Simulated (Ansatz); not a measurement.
Ansatz (a first-principles code) input (MP2/aug-cc-pV(Q+d)Z): A basis named .json is the Basis Set Exchange file of that set (core-valence sets with the plain set on hydrogen).

Ansatz 0.2 input:
```yaml
crystal:
  periodic: [false, false, false]
  atoms:
    - {symbol: S, position_ang: [-0.00000000, -0.00000000, -0.07925565]}
    - {symbol: H, position_ang: [0.00000000, 0.00000000, 1.26809037]}
basis:
  gaussian:
    orbitals: aug-cc-pV_Q+d_Z.json
    fitting: {mean_field: def2-universal-jkfit, correlation: cc-pVDZ-RIFIT.json}
magnetization: {spin_polarized: true, initial_magnetization: 1}
correlation: {method: mp2, electrons: outside_noble_gas}
```

Output:

```
Functional definition: HF
integrals: 0.02 GiB planned
146 factors; integrals over basis functions are off by at most 5.8e0 eV
90 factors; integrals over basis functions are off by at most 2.4e0 eV
mean field: 0.17 GiB planned
mean field evaluation 1: about -10832.7038 eV, gradient 6.7e0 eV
mean field evaluation 2: about -10833.0611 eV, gradient 2.4e0 eV
mean field evaluation 4: about -10833.1240 eV, gradient 2.9e-1 eV
mean field evaluation 8: about -10833.0990 eV, gradient 2.4e0 eV
mean field -10833.12570862 eV, -398.1100268356 hartree, gradient 2.5e-6 eV, S^2 0.764822; 2 other end points of the search recorded, 0 dependent functions left out
5 core orbitals not correlated
reference -10833.12570862 eV, -398.1100268356 hartree; 4, 3 occupied and 126, 127 virtual orbitals, 90 factors
second order -4.54866068 eV of doubles, -0.00000000 eV of singles
Total energy: -10837.67436930 eV, -398.2771870323 hartree
```
